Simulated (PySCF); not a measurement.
## Working out the ionisation energy of S

S [Ne] 3s2 3p4 (3P) → S⁺ [Ne] 3s2 3p3 (4S). All numbers are calculated (PySCF 2.14, no relativity, point nucleus, in pcseg-2). Frozen: [Ne]. Energies in hartree (1 hartree = 27.21139 eV):

```csv
part,S (lower),S⁺ (upper)
UHF,-397.501760,-397.162375
CCSD correlation,-0.130044,-0.104764
(T),-0.003704,-0.003074
```

Question: What does Hartree-Fock give?

Answer: (-397.162375) − (-397.501760) = 0.339385 hartree = 9.235 eV.

Question: What do CCSD and CCSD(T) give?

Answer: The CCSD correlation energies differ by 0.025280 hartree = 0.688 eV and the triples by 0.000630 hartree = 0.017 eV, so CCSD gives 9.923 eV and CCSD(T) 9.940 eV.

Measured between the centres of the two terms (NIST): 10.336 eV, so CCSD(T) (valence) is off by -0.396 eV.

What remains against the reference includes basis incompleteness, the frozen core and higher excitations.
